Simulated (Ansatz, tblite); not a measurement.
# The cluster Si3B−: a ladder of methods and basis sets

The task here is to estimate one member of a computed series from the others.

The runs use Ansatz 0.2.0, Gaussian basis; as each input shows.

The runs, in order: GFN1-xTB, GFN2-xTB, PBE-D4/def2-TZVPD, r2SCAN-D4/def2-TZVPD, B2PLYP/def2-TZVPD, PBE-QIDH/def2-TZVPD, BHLYP-D4/def2-TZVPD, ωB97X-V/def2-TZVPD, revPBE-D4/def2-TZVPD, PBE-D4/def2-SVPD, PBE0-D4/def2-SVPD, HF/STO-3G, HF/6-31G, B3LYP-D4/6-31G, CCSD(T)/def2-TZVPPD, MP2/def2-TZVPD, RPA/def2-TZVPD.

### The geometry

The geometry is that of the singlet, from an earlier relaxation (PBE0-D4/def2-TZVPD). At that level it is the lowest of the isomers that a small search found.

4 atoms, charge -1, spin multiplicity 1.

Bond lengths: B1–Si2 1.886 Å, B1–Si3 1.886 Å, B1–Si4 2.072 Å, Si2–Si4 2.386 Å, Si3–Si4 2.386 Å. Angles: Si2–B1–Si3 147.9°, Si2–B1–Si4 74.0°, Si3–B1–Si4 74.0°, B1–Si2–Si4 56.6°, B1–Si3–Si4 56.6°, B1–Si4–Si2 49.4°, B1–Si4–Si3 49.4°, Si2–Si4–Si3 98.9°.

The ion is computed in the gas phase, without counter-ions or solvent.

PBE0-D4/def2-TZVPD was run before; its log isn't repeated, and its numbers join the tables.

Set-up of the first run:

Tight binding, by tblite at 300 K electronic temperature and without a spin-polarisation term:

```python
tblite.interface.Calculator('GFN1-xTB', numbers, positions, charge=-1, uhf=0).singlepoint()
```

Tight binding, by tblite at 300 K electronic temperature and without a spin-polarisation term:

```python
tblite.interface.Calculator('GFN2-xTB', numbers, positions, charge=-1, uhf=0).singlepoint()
```

start.molden holds the orbitals of an earlier run on this state, given as this run's starting guess.

File in.yaml:

```yaml
crystal:
  periodic: [false, false, false]
  atoms:
    - {symbol: B, position_ang: [-0.087011, -0.694207, 0.341837]}
    - {symbol: Si, position_ang: [-1.830045, -0.056991, 0.004955]}
    - {symbol: Si, position_ang: [1.772593, -0.406708, 0.211818]}
    - {symbol: Si, position_ang: [0.144472, 1.157896, -0.558611]}
basis:
  gaussian: {orbitals: def2-TZVPD, initial_orbitals: start.molden}
total_charge: -1
hamiltonian: {xc: pbe, dispersion: d4}
scf: {omitted_lower_state_checks: [starts]}
output: {orbitals: {seedname: orbitals}}
```

Run with:

```bash
ansatz run in.yaml --threads 2 --pin off --events-out ev --progress --plain --max-ram 4352MiB
```

Steps of the session up to this table: PBE-D4/def2-TZVPD; r2SCAN-D4/def2-TZVPD; B2PLYP/def2-TZVPD; PBE-QIDH/def2-TZVPD; BHLYP-D4/def2-TZVPD; ωB97X-V/def2-TZVPD; revPBE-D4/def2-TZVPD; PBE-D4/def2-SVPD; PBE0-D4/def2-SVPD; HF/STO-3G; HF/6-31G; B3LYP-D4/6-31G; CCSD(T)/def2-TZVPPD; MP2/def2-TZVPD; RPA/def2-TZVPD.

One of the session's tables, all rows but one given; the rest of the session is left out.

It belongs to the step «Levels side by side». 

```
               level  LUMO (eV)  gap (eV)
           HF/STO-3G      12.23      9.35
            HF/6-31G       4.25      7.08
    PBE-D4/def2-SVPD       0.80      1.21
   PBE-D4/def2-TZVPD       0.72      1.20
revPBE-D4/def2-TZVPD       0.78      1.21
r2SCAN-D4/def2-TZVPD       0.74      1.37
      B3LYP-D4/6-31G       1.48      2.29
   PBE0-D4/def2-SVPD          ?         ?
  PBE0-D4/def2-TZVPD       1.41      2.72
 BHLYP-D4/def2-TZVPD       2.30      4.25
  ωB97X-V/def2-TZVPD       3.25      6.52
```

Q: Estimate the row for PBE0-D4/def2-SVPD from the others.

The run gave: LUMO (eV): 1.48; gap (eV): 2.74.

Limits of these values: The anion's highest level is positive in at least one run, so there the basis alone may hold the extra electron.
